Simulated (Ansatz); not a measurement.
Molecule: CHO, net charge -1, singlet state. It need not be the lowest isomer of its formula. Whether it binds its extra electron was not tested at this geometry. 
Coordinates optimised at B3LYP-D3(BJ)/def2-TZVP (Ansatz, a quantum-chemistry and plane-wave program):
```
C
O 1 1.2303
H 1 1.2618 2 109.42
```
Charge -1, spin multiplicity 1.

Basis-set convergence of Hartree-Fock and CCSD correlation energies (hartree) with Ansatz. Valence correlation only, unless marked. No spin-orbit coupling. No relativistic terms. This anion needs diffuse functions, which these sets lack.

| basis | functions | E(HF) | E(corr, CCSD) |
|---|---|---|---|
| def2-SVP | 33 | -113.11098 | -0.32632 |
| def2-TZVPP | 76 | -113.26021 | -0.40609 |
| def2-QZVPP | 144 | [?] | [?] |

**Question.** What belongs in the gaps?

**Answer.** 
- def2-QZVPP, E(HF): -113.26738
- def2-QZVPP, E(corr, CCSD): -0.43225
